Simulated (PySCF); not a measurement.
Static response to an electric field

Compound: 2H-azirine, C₂H₃N.
SMILES with atom numbers: `[CH:1]1=[N:2][CH2:3]1` (hydrogens: H4 on C1; H5, H6 on C3)

Structure used (PBE0-D3(BJ)/def2-SVP), in Å, numbered top down from 1:
```xyz
6
C2H3N angstrom
C      0.8253   -0.0502    0.0415
N      0.2987   -0.8721   -0.7397
C     -0.6138    0.0851    0.0087
H      1.8188    0.2333    0.3979
H     -1.0911    0.8764   -0.5836
H     -1.2380   -0.3458    0.8020
```

Level: CAM-B3LYP/def2-SVPD (PySCF), static field, nuclei fixed, core orbitals frozen in the response. The polarisability tensor in these axes (au):

```
x   33.80 -1.30  0.00
y   -1.30 25.97  2.54
z    0.00  2.54 25.18
```

Q: Diagonalise the tensor; give its mean and Δα, where Δα² is half the sum of the squared differences of the eigenvalues.

A: Principal values 22.94, 27.98 and 34.03 au; mean 28.32 au = 4.20 Å³ = 4.67 × 10⁻⁴⁰ C²·m²/J; Δα = 9.61 au (34 % of the mean).

Q: What is the dipole moment, and where does it point?

A: (0.49, 1.61, 1.48) D, 2.24 D in size, pointing from the negative to the positive side. Measured along this direction, the outermost atoms are N2 at the negative end and H4 at the positive end.

Q: Give the eigenvalues of the traceless quadrupole moment Θ = ½Σq(3rr − r²1), origin at the centre of nuclear charge.

A: -4.77, 0.63, 4.14 D·Å. The values depend on the origin, since the dipole doesn't vanish. The electronic extent ⟨r²⟩ about the same centre is 119 bohr², a root-mean-square distance of 1.23 Å for the 22 electrons.

Q: In a dilute gas of rigid molecules at 250 K, how does the orientational term μ²/3kT compare with the electronic polarisability?

A: In Gaussian units μ²/3kT = 48.51 Å³ against 4.20 Å³, a ratio of 11.56; the Debye molar polarisation (4π/3)N_A(α + μ²/3kT) is 132.9 cm³/mol, leaving out the vibrational part.

Q: What would n − 1 = 2πNα be for an ideal gas of these molecules at 500 K and 1 atm, electronic part alone?

A: N = p/kT = 1.4678 × 10¹⁹ cm⁻³, so n − 1 = 2π × N × 4.20 × 10⁻²⁴ cm³ = 387 × 10⁻⁶ at long wavelengths.

Geometry: PBE0-D3(BJ)/def2-SVP; no solvent, vibrations or thermal averaging.

These values come from a run that also computed excited states and ΔSCF ions. The run took 8.1 s of wall time (with the writing of density and orbital grids) on AMD EPYC 9R45, one thread, shared host with 96 logical CPUs at a one-minute load of 82, and the process peaked at 0.39 GiB of memory.
